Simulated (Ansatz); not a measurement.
# CH5O2+ (SMILES OC[OH2+]): a rigid scan of the angle H5–C2–O1

The task here is to estimate one member of a computed series from the others.

Program: Ansatz 0.2.0, Gaussian basis. Level of theory: single points in def2-TZVPP. These are calculated values, not measurements.

Levels: PBE-D4, r2SCAN-D4, PBE0-D4, B3LYP-D4, wB97M-V, Hartree-Fock, MP2, CCSD, CCSD(T). The scan takes 94.7, 100.7, 106.7, 112.7, 118.7, 124.7, 130.7, 136.7, 142.7°.

Cores are frozen in the correlated methods. B3LYP uses VWN-RPA correlation.

181 further runs of the same task are left out: 181 set aside as unsound or not needed.

## The system as given

The minimum, relaxed at PBE0-D4: SMILES `OC[OH2+]`, 8 atoms, charge 1, spin multiplicity 1.

Atoms are counted from 1 here; the program's logs count them from 0.

Bond lengths: O1–C2 1.305 Å, O1–H4 0.968 Å, C2–H5 1.089 Å, C2–H6 1.087 Å, O3–H7 0.973 Å, O3–H8 0.973 Å. Angles: C2–O1–H4 113.4°, O1–C2–H5 118.7°, O1–C2–H6 112.3°, H5–C2–H6 116.2°, H7–O3–H8 109.3°.

Coordinates:

```
O    -1.2208    0.7197   -0.0775
C     0.0342    0.4927   -0.3536
O     0.4510   -0.8853    0.4922
H    -1.8336    0.2486   -0.6609
H     0.2965    0.1485   -1.3530
H     0.6950    1.2345    0.0880
H     0.1908   -0.8135    1.4272
H     1.3868   -1.1452    0.4375
```

Energies of the minimum (eV), from earlier single points: PBE-D4 -5200.89444, r2SCAN-D4 -5203.93494, PBE0-D4 -5200.98667, B3LYP-D4 -5206.84376, wB97M-V -5204.61871, CCSD(T) -5197.32372.

At the minimum the angle H5–C2–O1 is 118.7°.

Set-up of the first run:

File pbe-tzvpp/in.yaml:

```yaml
crystal:
  periodic: [false, false, false]
  atoms:
    - {symbol: O, position_ang: [-1.220796, 0.719714, -0.077529]}
    - {symbol: C, position_ang: [0.034249, 0.492737, -0.353585]}
    - {symbol: O, position_ang: [0.451006, -0.885337, 0.492181]}
    - {symbol: H, position_ang: [-1.833566, 0.248627, -0.660875]}
    - {symbol: H, position_ang: [-0.154126, 0.189434, -1.382438]}
    - {symbol: H, position_ang: [0.695013, 1.234457, 0.088046]}
    - {symbol: H, position_ang: [0.190808, -0.813492, 1.427181]}
    - {symbol: H, position_ang: [1.386828, -1.145185, 0.437540]}
basis:
  gaussian: {orbitals: def2-TZVPP}
total_charge: 1
hamiltonian: {xc: pbe, dispersion: d4}
output: {forces: true}
```

r2scan-tzvpp/in.yaml, as changes to pbe-tzvpp/in.yaml:

```diff
-hamiltonian: {xc: pbe, dispersion: d4}
+hamiltonian: {xc: r2scan, dispersion: d4}
```

pbe0-tzvpp/in.yaml:

```diff
-hamiltonian: {xc: pbe, dispersion: d4}
-output: {forces: true}
+hamiltonian: {xc: pbe0, dispersion: d4}
+output: {forces: true, orbitals: {seedname: orbitals}}
```

b3lyp-tzvpp/in.yaml:

```diff
-hamiltonian: {xc: pbe, dispersion: d4}
+hamiltonian: {xc: {name: B3LYP}, dispersion: d4}
```

wb97mv-tzvpp/in.yaml:

```diff
-hamiltonian: {xc: pbe, dispersion: d4}
-output: {forces: true}
+hamiltonian: {xc: {name: wB97M-V}}
```

ccsdt-tzvpp/in.yaml:

```diff
-hamiltonian: {xc: pbe, dispersion: d4}
-output: {forces: true}
+correlation: {method: ccsd_t}
```

One command serves all of them, each in its own folder.

The run is started by

```
> ansatz run in.yaml --threads 2 --pin off --events-out ev --progress --plain --max-ram 4352MiB
```

Among the steps run: H5–C2–O1 = 94.7°; H5–C2–O1 = 100.7°; H5–C2–O1 = 106.7°; H5–C2–O1 = 112.7°; H5–C2–O1 = 118.7°; H5–C2–O1 = 124.7°; H5–C2–O1 = 130.7°; H5–C2–O1 = 136.7°; H5–C2–O1 = 142.7°.

One table of the session follows, with a row left open; its other results are not shown here.

Energies less that of the minimum at the same level (kJ/mol):

```
      angle (°)  PBE-D4  PBE0-D4  B3LYP-D4  wB97M-V  Hartree-Fock
           94.7    63.9     65.7      66.2     65.3          73.6
          100.7    35.4     36.2      36.5     35.9          40.4
          106.7    15.5     15.8      15.9     15.6          17.4
          112.7     3.9      3.9       3.9      3.8           4.2
          118.7     0.0      0.0       0.0      0.0           0.0
118.7 (minimum)     0.0      0.0       0.0      0.0           0.0
          124.7       ?        ?         ?        ?             ?
          130.7    13.9     14.8      14.9     14.8          17.3
          136.7    31.2     33.0      33.1     32.9          38.3
          142.7    55.2     58.1      58.3     58.0          67.1
```

Estimate the missing values for angle (°) = 124.7.

As computed: PBE-D4: 3.4; PBE0-D4: 3.7; B3LYP-D4: 3.7; wB97M-V: 3.8; Hartree-Fock: 4.5.

Caveats from the session: A polynomial through the near points puts the CCSD(T) minimum at the PBE0-D4 value.
